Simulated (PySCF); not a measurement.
SMILES [CH2]S, doublet (CAM-B3LYP/def2-SVP optimised geometry):

```
5

C     -0.279     0.503     0.000
S     -0.038    -1.203     0.000
H     -1.310     0.855    -0.001
H      0.554     1.203     0.008
H      1.310    -1.203     0.000
```

Method: unrestricted CAM-B3LYP/def2-TZVP in PySCF.

Task: What are the frontier orbital energies (α orbitals alone; a β orbital can be the lowest empty one) and the dipole moment?

Result: HOMO-2 -11.28 eV, HOMO-1 -10.76 eV, HOMO -6.60 eV, LUMO 1.26 eV, LUMO+1 2.47 eV; dipole moment 0.93 D.

On the same geometry unrestricted PBE/def2-TZVP (PySCF) gives HOMO-2 -8.56 eV, HOMO-1 -7.80 eV, HOMO -3.98 eV, LUMO -0.73 eV, LUMO+1 0.52 eV; dipole moment 0.87 D.

Meta-Löwdin charges at CAM-B3LYP/def2-TZVP: C1 -0.44, S2 0.08, H3 0.14, H4 0.13, H5 0.09.
